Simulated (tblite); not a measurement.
C₄H₅NS.
Structure used (GFN2-xTB), in Å, numbered top down from 1:
```
atom  x, y, z in Å
C1     3.6146    0.3913    0.3236
N2     2.4549    0.2842    0.2281
C3     1.1102    0.1799    0.1289
C4     0.5401   -0.8824   -0.4471
S5    -1.1518   -1.1893   -0.6631
C6    -1.9401    0.2706    0.0746
H7     0.5622    1.0116    0.5476
H8     1.1425   -1.6835   -0.8479
H9    -1.6325    1.1638   -0.4607
H10   -3.0092    0.1225   -0.0385
H11   -1.6855    0.3338    1.1286
```

Structure optimised with GFN2-xTB, isolated species.

Masses are those of the commonest isotopes; rigid-rotor values at the optimised geometry. The values belong to one conformer with, in the numbering `[C-:1]#[N+:2]/[CH:3]=[CH:4]/[S:5][CH3:6]`, C3–C4–S5–C6 0°.

(1) Give the principal moments of inertia and the rotational constants in MHz.

(2) What kind of rotor is it?

(3) Is it planar, by Δ = Ic − Ia − Ib?

Answers

(1) Ia = 48.89, Ib = 376.44, Ic = 422.09 u·Å²; 505379 MHz·u·Å²/I gives A = 10338, B = 1343, C = 1197 MHz.

(2) A near-prolate asymmetric top; Ray's κ = -0.968.

(3) Not planar: Δ = Ic − Ia − Ib = -3.24 u·Å². For a rigid frame Δ = −2 Σ m c², so Σ m c² = 1.62 u·Å² lies off the ab plane, practically all of it from hydrogen. The atom farthest from that plane is 0.90 Å away.

Its GFN2-xTB frequencies are all real (lowest 104 cm⁻¹). These are rigid-rotor constants of the computed structure; measured ground-state constants (B0) also hold zero-point vibration.
